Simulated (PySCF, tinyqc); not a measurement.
Ways to converge the cycle: SCF convergence aids in the sto-6g basis, for H2O, spin multiplicity 1. Computed by the program tinyqc with PySCF. RHF with one setting changed at a time; a run stops when the energy changes by less than 1e-09 hartree and the error matrix is below 1e-5. The start is the core Hamiltonian. Damping d keeps d of the old density; a shift (hartree) raises the virtual levels; DIIS n extrapolates F over n matrices.

Geometry (angstrom):
```
atom       x        y       z
O     0.0000   0.0000  0.0000
H     0.0000   1.0730  0.6400
H     0.0000  -1.0730  0.6400
```

lowest restricted solution found by these runs and by PySCF = -75.567291 hartree

Largest element of the error matrix X^T (FDS - SDF) X:
```
iteration    plain  damping 0.3  damping 0.6  shift 0.4   DIIS 3   DIIS 8
1          4.6e-01      4.6e-01      4.6e-01    4.6e-01  4.6e-01  4.6e-01
2          3.9e-01      1.2e-01      2.6e-01    2.1e-01  3.9e-01  3.9e-01
3          1.8e-01      7.0e-02      1.5e-01    2.1e-02  6.6e-02  6.6e-02
4          5.6e-02      4.0e-02      1.0e-01    3.5e-03  2.1e-02  2.1e-02
5          2.4e-02      2.5e-02      6.9e-02    1.5e-03  7.4e-03  6.2e-03
6          8.7e-03      1.5e-02      4.7e-02    9.2e-04  1.3e-03  9.2e-04
8          1.9e-03      5.7e-03      2.3e-02    4.5e-04  2.5e-07  7.5e-07
10         5.0e-04      2.5e-03      1.4e-02    2.2e-04        -        -
14         4.3e-05      5.7e-04      5.5e-03    5.2e-05        -        -
20               -      5.8e-05      1.4e-03          -        -        -
30               -            -      2.0e-04          -        -        -
45               -            -      1.0e-05          -        -        -
```

How each run ends:
```
run          iterations  E (hartree)         state
plain                17   -75.567291  lowest found
damping 0.3          25   -75.567291  lowest found
damping 0.6          46   -75.567291  lowest found
shift 0.4            19   -75.567291  lowest found
DIIS 3                8   -75.567291  lowest found
DIIS 8                9   -75.567291  lowest found
```

What does the comparison show, and why?

6 of 6 runs reach the lowest restricted solution found, in 8 to 46 iterations (fastest: DIIS 3). Plain steps already contract here, so damping only slows them. DIIS 3 and DIIS 8 gain by cancelling the error over several earlier matrices, much as a quasi-Newton step does. The restricted reference is unstable here: a spin-polarised solution lies 0.0002 hartree lower (PySCF), so results built on it describe a poor reference.
